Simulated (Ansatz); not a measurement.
Process, species as SMILES: S (H2S) + H+ → [SH3+]
B3LYP-D3(BJ)/def2-TZVP geometries, fixed; electronic energies without zero-point terms; positive where energy is released.
Largest species:
```xyz
4

S      0.1049    -0.0008     0.0446
H     -0.3243     0.9941    -0.7736
H     -0.3450    -0.9973    -0.7604
H     -1.0094     0.0159     0.8202
```
Charge +1, spin multiplicity 1.

Core correlation in the proton affinity at CCSD(T) with Ansatz (a program for electronic structure), in kcal/mol: frozen core against 1s of Al to Cl frozen alone. Core-valence sets carry the plain set on hydrogen. Costs are rough ratios of core time on shared machines of one kind.

```tsv
basis	functions, most	frozen core	1s of Al to Cl frozen alone	core term (second minus first)	cost over frozen core
cc-pV(D+d)Z	38	179.78	180.12	0.34	-
cc-pCVDZ	42	178.82	179.01	0.20	-
cc-pV(T+d)Z	81	176.02	176.89	0.87	-
cc-pwCVTZ	101	176.06	176.00	-0.06	-
cc-pCVTZ	101	175.95	175.95	0.00	-
cc-pV(Q+d)Z	154	174.93	175.15	0.22	2×
cc-pwCVQZ	199	174.97	174.88	-0.10	1×
cc-pCVQZ	199	174.98	174.91	-0.07	1×
```

The largest core-valence set, cc-pCVQZ, gives a core term of -0.07 kcal/mol; the valence set cc-pV(Q+d)Z, which lacks functions for the core, gives 0.22.
